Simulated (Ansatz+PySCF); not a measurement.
Results of a calculation; reference values are marked as such.
This PySCF input gave a total energy of -114.92469 hartree.

```python
from pyscf import gto, scf

mol = gto.M(atom="""
C 0.000000 -0.027280 -0.597000
O 0.000000 -0.060380 0.688100
H 0.000000 -0.983160 -0.930090
H -0.823310 0.428520 -0.989120
H 0.823310 0.428520 -0.989120
H 0.000000 0.772800 0.985550
""", basis='def2-svp', charge=0, spin=0)
mf = scf.UHF(mol)
mf.init_guess = 'minao'
mf.kernel()
while True:  # follow internal instabilities
    mo, _, stable, _ = mf.stability(return_status=True)
    if stable: break
    mf.kernel(mf.make_rdm1(mo, mf.mo_occ))
print(mf.converged, mf.e_tot, mf.spin_square()[0])
```

(1) Write an input for Ansatz with the same method and basis set.

## Answers

(1)

```yaml
crystal:
  periodic: [false, false, false]
  atoms:
    - { symbol: C, position_ang: [0.0, -0.02728, -0.597] }
    - { symbol: O, position_ang: [0.0, -0.06038, 0.6881] }
    - { symbol: H, position_ang: [0.0, -0.98316, -0.93009] }
    - { symbol: H, position_ang: [-0.82331, 0.42852, -0.98912] }
    - { symbol: H, position_ang: [0.82331, 0.42852, -0.98912] }
    - { symbol: H, position_ang: [0.0, 0.7728, 0.98555] }
basis:
  gaussian: { orbitals: def2-SVP }
magnetization:
  spin_polarized: true
hamiltonian:
  xc: hf
```

Ansatz (development build ahead of 0.2.0) gave -114.92469 hartree, 0.03 meV from the first.
